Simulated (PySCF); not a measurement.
Isomers of C3H3FN2. Computed with PBE0-D3(BJ)/def2-SVP geometry optimisation, gas phase in PySCF. One conformer each; no zero-point energy, no entropy. No frequencies were run at this level. Point groups hold within 0.08 Å.

Question: Order them by energy at this level, lowest first, and give relative energies in kcal/mol.
A. `Fc1cc[nH]n1`
B. `Fc1cn[nH]c1`

Answer: A (0.0), B (5.8).

```csv
SMILES,E (Eh),E rel (kcal/mol),dipole (D),point group,"A, B, C (MHz)"
Fc1cc[nH]n1,-324.85571,0.0,3.67,Cs,"9458, 3673, 2646"
Fc1cn[nH]c1,-324.84640,5.8,2.45,Cs,"9543, 3510, 2566"
```

Q: How do the relative energies change in single points at PBE0/pcSseg-1 (no added dispersion term) on the same geometries?

A: 
| SMILES | PBE0-D3(BJ)/def2-SVP (kcal/mol) | PBE0/pcSseg-1 (kcal/mol) | shift |
| --- | --- | --- | --- |
| Fc1cc[nH]n1 | 0.0 | 0.0 | 0.0 |
| Fc1cn[nH]c1 | 5.8 | 5.7 | -0.1 |

Each column counts from its own lowest isomer. The order is unchanged; the largest shift is 0.1 kcal/mol.
